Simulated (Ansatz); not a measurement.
**Relaxing Eu in the bcc type**

First guess:

```xyz
1
Lattice="-2.0282 2.0282 2.0282 2.0282 -2.0282 2.0282 2.0282 2.0282 -2.0282" Properties=species:S:1:pos:R:3 pbc="T T T"
Eu    0.0000    0.0000    0.0000
```

Computed with DFT, PBE, PAW with Ansatz's default frozen-core files, scalar-relativistic in Ansatz 0.2.0.

Cell and atoms relax within the symmetry of the start on a 14×14×14 k mesh with 0.05 eV Fermi–Dirac smearing, from parallel moments.

The start is built from a prototype, known or not as a phase of this compound; the cutoff is 420 eV.

Semilocal functionals without a Hubbard term describe localised f shells poorly; where the shell is localised, the real material differs.

No spin–orbit coupling, which matters for the heavy atoms here.

The magnetic state is the one reached from parallel moments; other orders may lie lower.

Q: What is the pressure of the first guess?

A: 4.89 GPa.

Q: What does it relax to?

A: a = 4.384 Å, b = 4.384 Å, c = 4.384 Å, α = 90.00°, β = 90.00°, γ = 90.00° (conventional cell), 42.13 Å³ per atom:
Space group Im-3m (No. 229). a = 4.384 Å, b = 4.384 Å, c = 4.384 Å, α = 90.00°, β = 90.00°, γ = 90.00°
```tsv
atom	site	symmetry	x	y	z
Eu	2a	m-3m	0.0000	0.0000	0.0000
```

Q: How much energy does the relaxation release?

A: 111 meV/atom.

Q: What moment does the relaxed primitive cell (1 atom) carry?

A: 7.27 μB.
